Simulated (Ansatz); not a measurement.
# Al₂F (doublet): the correlation ladder, def2-TZVPP

An exercise on one series of results from a longer session: the logs are not shown, and one member is left open.

Method: def2-TZVPP, core rule «outside noble gas», up to 11 orbitals frozen; program: Ansatz 0.2.0, Gaussian basis.

To be run: UHF; ROHF; CCSD(T) on UHF.

## The system

The geometry is a PBE0/def2-TZVP stationary point (not a proven minimum) of the parent state, kept for this charge and spin.

3 atoms, charge 0, spin multiplicity 2.

Atoms are counted from 1 here; the program's logs count them from 0.

Bond lengths: Al1–Al2 2.338 Å, Al2–F3 1.647 Å. Angles: Al1–Al2–F3 180.0°.

The first run:

Contents of in.yaml:

```yaml
crystal:
  periodic: [false, false, false]
  atoms:
    - {symbol: Al, position_ang: [0.000000, 0.000000, 2.107800]}
    - {symbol: Al, position_ang: [0.000000, 0.000000, -0.230400]}
    - {symbol: F, position_ang: [0.000000, 0.000000, -1.877400]}
basis:
  gaussian: {orbitals: def2-TZVPP}
magnetization: {spin_polarized: true, initial_magnetization: 1}
hamiltonian: {xc: hf}
output: {orbitals: {seedname: orbitals}}
```

Started as:

```console
> ansatz run in.yaml --threads 1 --pin off --events-out ev --progress --plain --max-ram 4096MiB --backend cpu
```

Steps of the session up to this table: UHF; ROHF; CCSD(T) on UHF.

One of the session's tables, all rows but one given; the rest of the session is left out.

| method | from UCCSD(T) (kJ/mol) |
| --- | --- |
| ROHF | +1043.6 |
| UHF | +1022.8 |
| UMP2 | +111.5 |
| UCCSD | ? |
| UCCSD(T) | 0 |

Q: Estimate the row for UCCSD from the others.

As computed: from UCCSD(T) (kJ/mol): +36.5. In the column «from UCCSD(T) (kJ/mol)» it lies between UCCSD(T) (0) and UMP2 (+111.5).

Limits of these values: The determinant is far from a pure spin state, so its energy mixes those of several spin states (harmless only where they are near-degenerate, as at dissociation).
